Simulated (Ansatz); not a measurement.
# Si₂ (quintet): the correlation ladder, cc-pVTZ

An exercise on one series of results from a longer session: the logs are not shown, and one member is left open.

Program: Ansatz 0.2.0, Gaussian basis. Level of theory: cc-pVTZ, core rule «outside noble gas», up to 10 orbitals frozen. These are calculated values, not measurements.

Plan: UHF; CCSD(T) on ROHF; CCSD(T) on UHF; BCCD(T) on ROHF; CISD; CCSDT(Q) on ROHF; CCSDT(Q) on UHF; CASSCF and MRCISD+Q, 8 electrons in 8 orbitals; CASSCF and NEVPT2, 8 electrons in 8 orbitals.

15 further runs of the same task are left out: 2 that didn't finish, 13 set aside as unsound or not needed.

## The geometry

The geometry is a PBE0/def2-TZVP stationary point (not a proven minimum) of the parent state, kept for this charge and spin.

2 atoms, charge 0, spin multiplicity 5.

Atoms are counted from 1 here; the program's logs count them from 0.

Bond lengths: Si1–Si2 2.255 Å.

Set-up of the first run:

The input, in.yaml:

```yaml
crystal:
  periodic: [false, false, false]
  atoms:
    - {symbol: Si, position_ang: [0.000000, 0.000000, 0.000000]}
    - {symbol: Si, position_ang: [0.000000, 0.000000, 2.254714]}
basis:
  gaussian: {orbitals: cc-pVTZ}
magnetization: {spin_polarized: true, initial_magnetization: 4}
hamiltonian: {xc: hf}
output: {orbitals: {seedname: orbitals}}
```

Command:

```console
ansatz run in.yaml --threads 1 --pin off --events-out ev --progress --plain --max-ram 2393MiB
```

Among the steps run: UHF; CCSD(T) on ROHF; CCSD(T) on UHF; BCCD(T) on ROHF; CISD; CCSDT(Q) on ROHF; CCSDT(Q) on UHF; CASSCF and MRCISD+Q, 8 electrons in 8 orbitals; CASSCF and NEVPT2, 8 electrons in 8 orbitals.

One of the session's tables, all rows but one given; the rest of the session is left out.

```
          method  from UCCSDT(Q) (meV)
            ROHF               +5138.9
             UHF               +5048.6
            RMP2                     ?
            UMP2               +1112.0
            CISD                +528.7
           RCCSD                +355.8
           UCCSD                +349.9
        RCCSD(T)                 +70.7
        UCCSD(T)                 +68.8
         BCCD(T)                 +69.9
          RCCSDT                 +22.4
          UCCSDT                 +19.7
       RCCSDT(Q)                  +2.7
       UCCSDT(Q)                     0
  CASSCF valence               +4045.8
  NEVPT2 valence                +935.9
  MRCISD valence                +396.9
MRCISD+Q valence                 +29.9
```

Estimate the missing values for RMP2.

As computed: from UCCSDT(Q) (meV): +1085.0. In the column «from UCCSDT(Q) (meV)» it lies between NEVPT2 valence (+935.9) and UMP2 (+1112.0).

To keep in mind: Restricted and unrestricted rows rest on different reference determinants; where their highest levels disagree by more than a few hundredths of an eV, they describe different states and don't form one ladder.
